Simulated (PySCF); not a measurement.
Ligands exchanged one at a time, B F-OH. Gas-phase values, no solvent. One relaxed conformer stands for each flexible species; it need not be the lowest. Strings in code marks are SMILES.

All values below come from r2SCAN-D4/def2-TZVP in PySCF. Delta-SCF ions had no search for a lower state. Excitations are Tamm–Dancoff values on a coarser integration grid. The basis has no diffuse functions, so Rydberg states are missing or too high.

| species | vertical ionisation energy (Delta-SCF) (eV) | T1 excitation (TDA) (eV) | S1–T1 gap (TDA) (eV) | HOMO–LUMO gap (eV) | S1 oscillator strength |
|---|---|---|---|---|---|
| 0 of 3 F replaced by OH | 14.78 | 10.48 | 0.29 | 10.76 | 0.000 |
| 1 of 3 F replaced by OH (`OB(F)F` (H–O–B–F torsion 180°)) | 13.51 | 9.08 | 0.48 | 9.60 | ___ |
| 2 of 3 F replaced by OH (`OB(O)F` (H–O–B–F torsion 0°, F–B–O–H torsion 0°)) | ___ | 8.30 | 0.35 | 8.68 | ___ |
| 3 of 3 F replaced by OH (`OB(O)O`) | – | ___ | 0.22 | 7.85 | 0.001 |

Problem. Some entries are withheld; supply them.

Solution. 
- 1 of 3 F replaced by OH (`OB(F)F` (H–O–B–F torsion 180°)), S1 oscillator strength: 0.033
- 2 of 3 F replaced by OH (`OB(O)F` (H–O–B–F torsion 0°, F–B–O–H torsion 0°)), vertical ionisation energy (Delta-SCF) (eV): 12.15
- 2 of 3 F replaced by OH (`OB(O)F` (H–O–B–F torsion 0°, F–B–O–H torsion 0°)), S1 oscillator strength: 0.000
- 3 of 3 F replaced by OH (`OB(O)O`), T1 excitation (TDA) (eV): 7.62
